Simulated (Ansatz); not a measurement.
# BH5OSi: ionisation energy by level of theory

Aim: the vertical ionisation energy of BH5OSi, as cation minus neutral at the neutral's geometry, on several levels, and how well −ε(HOMO) stands in for it.

The runs use Ansatz 0.2.0, Gaussian basis; unrestricted cation, the program's frozen cores in correlated methods.

The runs, in order: UKS PBE-D4/def2-TZVPP; UKS r2SCAN-D4/def2-TZVPP; UKS PBE0-D4/def2-TZVPP; UKS B3LYP-D4/def2-TZVPP; UKS wB97X-V/def2-TZVPP; UKS wB97M-V/def2-TZVPP; UKS B2PLYP/def2-TZVPP; UHF-CCSD(T)/def2-TZVPP; UHF-MP2/def2-QZVPP; extrapolation to the limit; then −ε(HOMO) from the neutral's earlier runs with LDA (SPW92), PBE-D4, revPBE-D4, BLYP-D4, r2SCAN-D4, B97M-V, PBE0-D4, B3LYP-D4, r2SCANh-D4, r2SCAN0-D4, HSE06-D4, BHLYP-D4, CAM-B3LYP-D4, LC-ωPBE, ωB97X-V, ωB97M-V.

1 further run of the same task is left out (it didn't finish).

## (1) The geometry

An earlier PBE0-D4 in a triple-zeta def2 set relaxation fixed the geometry.

SMILES `BO[SiH3]`, 8 atoms, charge 0, spin multiplicity 1.

Atoms are counted from 1 here; the program's logs count them from 0.

Bond lengths: B1–O2 1.347 Å, B1–H4 1.204 Å, B1–H5 1.199 Å, O2–Si3 1.658 Å, Si3–H6 1.485 Å, Si3–H7 1.482 Å, Si3–H8 1.482 Å. Angles: O2–B1–H4 120.0°, O2–B1–H5 118.0°, H4–B1–H5 121.9°, B1–O2–Si3 132.3°, O2–Si3–H6 110.1°, O2–Si3–H7 107.9°, O2–Si3–H8 107.9°, H6–Si3–H7 110.4°, H6–Si3–H8 110.4°, H7–Si3–H8 110.0°.

Coordinates:

```mol
BH5OSi
  3D, bonds by distance, orders not assigned

  8  7  0  0  0  0  0  0  0  0999 V2000
   -0.3697    0.8034   -1.2882 B   0  0
    0.4374   -0.0358   -0.6117 O   0  0
    0.3696   -0.6521    0.9259 Si  0  0
   -1.3570    1.2461   -0.7599 H   0  0
   -0.0717    1.0864   -2.4141 H   0  0
   -0.8317   -0.1365    1.6310 H   0  0
    1.6021   -0.2394    1.6375 H   0  0
    0.3133   -2.1292    0.8236 H   0  0
  1  2  8  0
  2  3  8  0
  1  4  8  0
  1  5  8  0
  3  6  8  0
  3  7  8  0
  3  8  8  0
M  END
```

## (2) Cation, UKS PBE-D4/def2-TZVPP

Contents of in.yaml:

```yaml
crystal:
  periodic: [false, false, false]
  atoms:
    - {symbol: B, position_ang: [-0.369687, 0.803386, -1.288171]}
    - {symbol: O, position_ang: [0.437364, -0.035848, -0.611657]}
    - {symbol: Si, position_ang: [0.369563, -0.652062, 0.925937]}
    - {symbol: H, position_ang: [-1.356997, 1.246061, -0.759938]}
    - {symbol: H, position_ang: [-0.071709, 1.086387, -2.414060]}
    - {symbol: H, position_ang: [-0.831742, -0.136504, 1.630955]}
    - {symbol: H, position_ang: [1.602072, -0.239441, 1.637471]}
    - {symbol: H, position_ang: [0.313336, -2.129179, 0.823563]}
basis:
  gaussian: {orbitals: def2-TZVPP}
total_charge: 1
magnetization: {spin_polarized: true, initial_magnetization: 1}
hamiltonian: {xc: pbe, dispersion: d4}
```

Command:

```
$ ansatz run in.yaml --threads 4 --pin off --events-out ev --progress --plain --max-ram 10444MiB
```

After this run come: Cation, UKS r2SCAN-D4/def2-TZVPP; Cation, UKS PBE0-D4/def2-TZVPP; Cation, UKS B3LYP-D4/def2-TZVPP; Cation, UKS wB97X-V/def2-TZVPP; Cation, UKS wB97M-V/def2-TZVPP; Cation, UKS B2PLYP (frozen core)/def2-TZVPP; Cation, UHF-CCSD(T)/def2-TZVPP; Cation, UHF-MP2/def2-QZVPP.

**Question.** What will the summary of the whole plan be? Wanted: ionisation energy, CCSD(T)/CBS; nearest functional by difference; nearest −ε(HOMO); −ε(HOMO) of PBE; T1 of the cation.

The runs gave:

| quantity | value |
| --- | --- |
| ionisation energy, CCSD(T)/CBS | 11.45 eV |
| nearest functional by difference | ωB97X-V (-0.30 eV) |
| nearest −ε(HOMO) | LC-ωPBE (-0.13 eV) |
| −ε(HOMO) of PBE | 7.03 eV |
| T1 of the cation | 0.053 |

**Reading.** Energy differences with functionals land within 0.97 eV of the reference. The PBE orbital energy is 4.4 eV too small: a semilocal HOMO is no ionisation energy. Among orbital estimates LC-ωPBE comes nearest. Hartree-Fock falls 0.80 eV short, as the neutral has more correlation energy than the cation. The cation's T1 (from the report) is 0.053, above the customary mark of 0.045 for open shells, so the coupled-cluster value is less safe.
